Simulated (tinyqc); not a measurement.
MP2 on RHF in the sto-3g basis, frozen core, for H2O, spin multiplicity 1, step by step (part 2 of 2). Computed by tinyqc, a small Python program that keeps every step (integrals from PySCF). Command: `OMP_NUM_THREADS=1 python tinyqc.py 31245 31246 out.jsonl` (the two numbers bound the seeds that draw the settings). One thread of a shared host (Intel(R) Xeon(R) Processor @ 2.60GHz), about 0.1 s of CPU time with the checks.

Geometry (angstrom):

| atom | x | y | z |
|---|---|---|---|
| O | 0.0000 | 0.0000 | 0.0000 |
| H | 0.0000 | 0.9110 | 0.6250 |
| H | 0.0000 | -0.8920 | 0.6110 |

## Integrals over molecular orbitals

coefficients C:
```
            MO1      MO2      MO3      MO4     MO5      MO6      MO7
1O 1s    0.9944  -0.2390  -0.0041   0.0910  0.0000   0.1149   0.0095
1O 2s    0.0243   0.8834   0.0217  -0.4678  0.0000  -0.6890  -0.0628
1O 2px   0.0000   0.0000   0.0000   0.0000  1.0000   0.0000   0.0000
1O 2py  -0.0001  -0.0049   0.5958   0.0106  0.0000  -0.0604   0.9373
1O 2pz   0.0031   0.0834  -0.0150   0.7692  0.0000  -0.7040  -0.0502
2H 1s   -0.0046   0.1423   0.4472   0.3310  0.0000   0.7624  -0.6749
3H 1s   -0.0048   0.1500  -0.4546   0.3099  0.0000   0.6745   0.7868
```

core Hamiltonian H = T + V (hartree):
```
           1O 1s    1O 2s   1O 2px   1O 2py   1O 2pz    2H 1s    3H 1s
1O 1s   -32.5837  -7.5803   0.0000   0.0004  -0.0135  -1.2262  -1.2970
1O 2s    -7.5803  -9.2069   0.0000   0.0047  -0.1644  -2.8795  -2.9996
1O 2px    0.0000   0.0000  -7.3521   0.0000   0.0000   0.0000   0.0000
1O 2py    0.0004   0.0047   0.0000  -7.4765   0.0023  -1.7409   1.7999
1O 2pz   -0.0135  -0.1644   0.0000   0.0023  -7.4106  -1.2363  -1.2753
2H 1s    -1.2262  -2.8795   0.0000  -1.7409  -1.2363  -4.5137  -0.9824
3H 1s    -1.2970  -2.9996   0.0000   1.7999  -1.2753  -0.9824  -4.5878
```

Given earlier and not repeated: Two-electron integrals (ij|kl) in chemists' order.

(pq|rs) = sum C_ip C_jq C_kr C_ls (ij|kl), one index at a time.

one-electron integrals over orbitals h = C^T H C (hartree):
```
          1        2        3        4        5        6        7
1  -32.5669   0.5690   0.0095  -0.2023   0.0000  -0.2653  -0.0218
2    0.5690  -7.5616  -0.0138   0.5099   0.0000   1.2259   0.1070
3    0.0095  -0.0138  -6.0111   0.0358   0.0000   0.1188  -1.7788
4   -0.2023   0.5099   0.0358  -6.6691   0.0000   1.2680   0.0419
5    0.0000   0.0000   0.0000   0.0000  -7.3521   0.0000   0.0000
6   -0.2653   1.2259   0.1188   1.2680   0.0000  -5.2294   0.0199
7   -0.0218   0.1070  -1.7788   0.0419   0.0000   0.0199  -5.5490
```

Two-electron integrals over orbitals (pq|rs), unique and non-zero (hartree); the lowest 1 orbital is frozen and left out:
```
(22|22) 0.7222      (32|22) -0.0019     (32|32) 0.1323      (33|22) 0.6137
(33|32) 0.0007      (33|33) 0.5935      (42|22) -0.0215     (42|32) -0.0011
(42|33) 0.0046      (42|42) 0.1301      (43|22) -0.0037     (43|32) 0.0286
(43|33) -0.0020     (43|42) 0.0037      (43|43) 0.0535      (44|22) 0.6682
(44|32) 0.0039      (44|33) 0.5681      (44|42) -0.0980     (44|43) -0.0034
(44|44) 0.7222      (52|52) 0.1499      (53|52) 0.0019      (53|53) 0.0262
(54|52) -0.0429     (54|53) -0.0010     (54|54) 0.0490      (55|22) 0.7536
(55|32) 0.0023      (55|33) 0.6004      (55|42) -0.0764     (55|43) -0.0047
(55|44) 0.7013      (55|55) 0.8802      (62|22) -0.1310     (62|32) -0.0045
(62|33) -0.0634     (62|42) -0.0311     (62|43) 0.0019      (62|44) -0.0701
(62|55) -0.1436     (62|62) 0.0941      (63|22) -0.0123     (63|32) 0.0422
(63|33) -0.0072     (63|42) 0.0045      (63|43) 0.0386      (63|44) -0.0074
(63|55) -0.0137     (63|62) 0.0060      (63|63) 0.0800      (64|22) -0.1223
(64|32) 0.0044      (64|33) -0.0458     (64|42) 0.0396      (64|43) 0.0045
(64|44) -0.1302     (64|55) -0.1424     (64|62) 0.0625      (64|63) 0.0113
(64|64) 0.0899      (65|52) -0.0531     (65|53) -0.0021     (65|54) -0.0045
(65|65) 0.0346      (66|22) 0.5867      (66|32) 0.0110      (66|33) 0.5465
(66|42) 0.0509      (66|43) 0.0082      (66|44) 0.5391      (66|55) 0.5711
(66|62) -0.0876     (66|63) 0.0063      (66|64) -0.0486     (66|66) 0.5772
(72|22) -0.0118     (72|32) 0.0539      (72|33) -0.0033     (72|42) 2.67e-04
(72|43) -0.0286     (72|44) -0.0079     (72|55) -0.0125     (72|62) 0.0026
(72|63) -0.0294     (72|64) 0.0060      (72|66) -0.0068     (72|72) 0.0686
(73|22) 0.1638      (73|32) 0.0070      (73|33) 0.0884      (73|42) -0.0731
(73|43) -4.27e-04   (73|44) 0.1502      (73|55) 0.2019      (73|62) -0.0703
(73|63) -0.0041     (73|64) -0.0943     (73|66) 0.0432      (73|72) -0.0078
(73|73) 0.1565      (74|22) -0.0027     (74|32) -0.0709     (74|33) -0.0020
(74|42) -3.99e-04   (74|43) -0.0101     (74|44) -0.0055     (74|55) -0.0045
(74|62) 0.0047      (74|63) -0.0538     (74|64) -0.0022     (74|66) -0.0103
(74|72) -0.0175     (74|73) -0.0079     (74|74) 0.0681      (75|52) -0.0044
(75|53) 0.0239      (75|54) 3.95e-04    (75|65) 0.0008      (75|75) 0.0257
(76|22) 0.0011      (76|32) -0.0892     (76|33) -0.0013     (76|42) 0.0039
(76|43) -0.0601     (76|44) -0.0053     (76|55) -0.0019     (76|62) -0.0012
(76|63) -0.0704     (76|64) -0.0059     (76|66) -0.0131     (76|72) 0.0026
(76|73) -0.0095     (76|74) 0.0582      (76|76) 0.1139      (77|22) 0.6130
(77|32) -0.0129     (77|33) 0.5842      (77|42) -0.0204     (77|43) -0.0095
(77|44) 0.5865      (77|55) 0.6154      (77|62) -0.0629     (77|63) -0.0171
(77|64) -0.0527     (77|66) 0.5461      (77|72) -0.0057     (77|73) 0.1004
(77|74) 0.0074      (77|76) 0.0130      (77|77) 0.6041
```

## Second-order Moller-Plesset energy

orbital energies (hartree): MO1 -20.2512, MO2 -1.2052, MO3 -0.5597, MO4 -0.4208, MO5 -0.3818, MO6 0.4673, MO7 0.6151

Hartree-Fock energy = -74.938685 hartree

E2 = sum_ijab (ia|jb) [2 (ia|jb) - (ib|ja)] / (e_i + e_j - e_a - e_b) over occupied i, j and virtual a, b; the opposite-spin part is (ia|jb)^2 / denominator, the rest is same-spin, and SCS-MP2 scales them by 6/5 and 1/3.

Terms:

| i | j | a | b | (ia\|jb) | (ib\|ja) | denominator | term |
|---|---|---|---|---|---|---|---|
| 3 | 3 | 7 | 7 | 0.1565 | 0.1565 | -2.3496 | -0.0104 |
| 4 | 3 | 6 | 7 | -0.0943 | -0.0538 | -2.0630 | -0.0062 |
| 3 | 4 | 7 | 6 | -0.0943 | -0.0538 | -2.0630 | -0.0062 |
| 4 | 4 | 6 | 6 | 0.0899 | 0.0899 | -1.7763 | -0.0045 |
| 3 | 3 | 6 | 6 | 0.0800 | 0.0800 | -2.0540 | -0.0031 |
| 3 | 2 | 7 | 6 | -0.0703 | -0.0294 | -2.8474 | -0.0027 |
| 2 | 3 | 6 | 7 | -0.0703 | -0.0294 | -2.8474 | -0.0027 |
| 2 | 2 | 6 | 6 | 0.0941 | 0.0941 | -3.3451 | -0.0026 |
| 4 | 4 | 7 | 7 | 0.0681 | 0.0681 | -2.0720 | -0.0022 |
| 2 | 4 | 6 | 6 | 0.0625 | 0.0625 | -2.5607 | -0.0015 |
| 4 | 2 | 6 | 6 | 0.0625 | 0.0625 | -2.5607 | -0.0015 |
| 2 | 2 | 7 | 7 | 0.0686 | 0.0686 | -3.6407 | -0.0013 |
| 5 | 5 | 6 | 6 | 0.0346 | 0.0346 | -1.6982 | -0.0007 |
| 4 | 3 | 7 | 6 | -0.0538 | -0.0943 | -2.0630 | -3.48e-04 |
| 3 | 4 | 6 | 7 | -0.0538 | -0.0943 | -2.0630 | -3.48e-04 |
| 5 | 5 | 7 | 7 | 0.0257 | 0.0257 | -1.9938 | -3.30e-04 |
| 3 | 2 | 6 | 7 | -0.0294 | -0.0703 | -2.8474 | 1.19e-04 |
| 2 | 3 | 7 | 6 | -0.0294 | -0.0703 | -2.8474 | 1.19e-04 |
| 2 | 4 | 7 | 7 | -0.0175 | -0.0175 | -2.8563 | -1.08e-04 |
| 4 | 2 | 7 | 7 | -0.0175 | -0.0175 | -2.8563 | -1.08e-04 |
| 3 | 4 | 6 | 6 | 0.0113 | 0.0113 | -1.9152 | -6.69e-05 |
| 4 | 3 | 6 | 6 | 0.0113 | 0.0113 | -1.9152 | -6.69e-05 |
| 3 | 4 | 7 | 7 | -0.0079 | -0.0079 | -2.2108 | -2.84e-05 |
| 4 | 3 | 7 | 7 | -0.0079 | -0.0079 | -2.2108 | -2.84e-05 |
| 3 | 2 | 7 | 7 | -0.0078 | -0.0078 | -2.9952 | -2.01e-05 |
| 2 | 3 | 7 | 7 | -0.0078 | -0.0078 | -2.9952 | -2.01e-05 |
| 4 | 2 | 6 | 7 | 0.0060 | 0.0047 | -2.7085 | -1.60e-05 |
| 2 | 4 | 7 | 6 | 0.0060 | 0.0047 | -2.7085 | -1.60e-05 |
| 3 | 2 | 6 | 6 | 0.0060 | 0.0060 | -2.6995 | -1.34e-05 |
| 2 | 3 | 6 | 6 | 0.0060 | 0.0060 | -2.6995 | -1.34e-05 |
| 3 | 3 | 6 | 7 | -0.0041 | -0.0041 | -2.2018 | -7.46e-06 |
| 3 | 3 | 7 | 6 | -0.0041 | -0.0041 | -2.2018 | -7.46e-06 |
| 4 | 2 | 7 | 6 | 0.0047 | 0.0060 | -2.7085 | -5.93e-06 |
| 2 | 4 | 6 | 7 | 0.0047 | 0.0060 | -2.7085 | -5.93e-06 |
| 4 | 4 | 6 | 7 | -0.0022 | -0.0022 | -1.9241 | -2.50e-06 |
| 4 | 4 | 7 | 6 | -0.0022 | -0.0022 | -1.9241 | -2.50e-06 |
| 2 | 2 | 6 | 7 | 0.0026 | 0.0026 | -3.4929 | -1.90e-06 |
| 2 | 2 | 7 | 6 | 0.0026 | 0.0026 | -3.4929 | -1.90e-06 |
| 5 | 5 | 6 | 7 | 0.0008 | 0.0008 | -1.8460 | -3.05e-07 |
| 5 | 5 | 7 | 6 | 0.0008 | 0.0008 | -1.8460 | -3.05e-07 |

Pair energies (hartree; pair i-j sums ij and ji):

| pair | opposite spin | same spin |
|---|---|---|
| 2-2 | -0.0039 | 0 |
| 3-2 | -0.0041 | -0.0012 |
| 3-3 | -0.0136 | 0 |
| 4-2 | -0.0033 | -1.21e-06 |
| 4-3 | -0.0116 | -0.0016 |
| 4-4 | -0.0068 | 0 |
| 5-5 | -0.0010 | 0 |

MP2 correlation energy = -0.047167 hartree

SCS-MP2 correlation energy = -0.054201 hartree

MP2 total energy = -74.985852 hartree
